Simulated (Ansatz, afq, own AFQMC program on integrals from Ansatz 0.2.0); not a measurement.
Two steps: Ansatz 0.2.0 writes the Fock matrix and Cholesky factors of the valence space, and afq projects on them the lowest state that overlaps trial and start.

```yaml
crystal:
  periodic: [false, false, false]
  atoms:
    - {symbol: C, position_ang: [-0.224725, 0.292409, -0.662166]}
    - {symbol: N, position_ang: [0.217604, -0.283135, 0.641172]}
    - {symbol: H, position_ang: [-0.040663, -0.443451, -1.453923]}
    - {symbol: H, position_ang: [-1.295143, 0.522197, -0.601761]}
    - {symbol: H, position_ang: [0.347413, 1.207326, -0.856672]}
    - {symbol: H, position_ang: [0.067667, 0.370736, 1.421824]}
    - {symbol: H, position_ang: [1.219473, -0.519153, 0.637969]}
    - {symbol: H, position_ang: [-0.291616, -1.146929, 0.873557]}
basis:
  gaussian: {orbitals: def2-TZVP}
total_charge: 1
magnetization: {spin_polarized: false}
correlation: {method: ccsd_t, electrons: outside_noble_gas, hamiltonian_folder: ham}
```

```sh
$ ansatz run in.yaml --threads 1 --pin off --events-out ev --progress --plain --max-ram 24576MiB --backend cuda --devices 0, --max-vram 18GiB
```

afq runs on the folder ham with

```
--method phaseless --trial hf --walkers 2400 --populations 20 --least-time 40 --time-step 0.005 --steps-per-block 20 --equilibration-blocks 112 --max-blocks 4000 --target-error 0.0011 --factor-cut 1e-05 --seed 8035 --taylor-order 6
```

Times are imaginary, in 1/Eh. The walk had a cap of 97 s. With eight or more populations the least sampling time is a fifth of least-time, and the error comes from their spread.

Output of the walk:

```
orbitals 96  electrons 7 7  factors 701 of 701
reference energy -95.61607425 Eh
CCSD correlation -0.41130281 Eh in 8 cycles, weight of the determinant in the CISD state 0.8828
energy of the start -95.616074 Eh
 block  time / (1/Eh)  mean weight  energy / Eh
     1     0.100  1.0028  -95.747703
     2     0.200  1.0031  -95.833158
     3     0.300  1.0034  -95.891773
     4     0.400  1.0030  -95.928932
     5     0.500  1.0021  -95.953853
     7     0.700  1.0011  -95.985672
     9     0.900  1.0009  -96.004134
    17     1.700  0.9998  -96.026790
    33     3.300  0.9999  -96.044458
    49     4.900  1.0003  -96.042829
    65     6.500  0.9994  -96.041003
    81     8.100  1.0008  -96.056853
    97     9.700  1.0000  -96.033778
   113    11.300  1.0003  -96.028654
   129    12.900  1.0005  -96.041291
   145    14.500  1.0001  -96.034079
   161    16.100  0.9995  -96.038253
   177    17.700  1.0006  -96.050168
   193    19.300  0.9996  -96.043043
   209    20.900  0.9997  -96.041661
   225    22.500  0.9995  -96.037256
   241    24.100  1.0000  -96.035545
   257    25.700  0.9998  -96.040295
   273    27.300  0.9998  -96.043784
   289    28.900  0.9995  -96.045287
   305    30.500  0.9998  -96.042317
   321    32.100  0.9996  -96.035923
   337    33.700  1.0002  -96.047363
error from the spread of 20 populations
energy -96.041843 +/- 0.001039 Eh
(rows thinned)
```

The run passed its tests (sampling time, drift between the halves within three errors, error under three times the target), which doesn't prove that it has relaxed.

Against this walk (error 28.3 meV) on the same determinant: CCSD(T) 50.1 meV higher (within the noise), CCSDT(Q) 25.2 meV higher (within the noise), a separate phaseless walk with a CISD trial and standard settings 27.9 ± 28.7 meV higher (within the noise). The error is statistical and leaves out the bias of the constraint.

Cautions: constraint bias not in the error.

The walk took 93 s on 1 × NVIDIA H100 80GB HBM3 with 2 threads of AMD EPYC 7R13 Processor (Zen 3), with other jobs on the host (the card was shared). The log's last line is the phaseless energy.

CCSDT and higher add their correlation energy to the determinant of the CCSD(T) run, since their own runs factorise the integrals more tightly (a shift of under 2 meV).
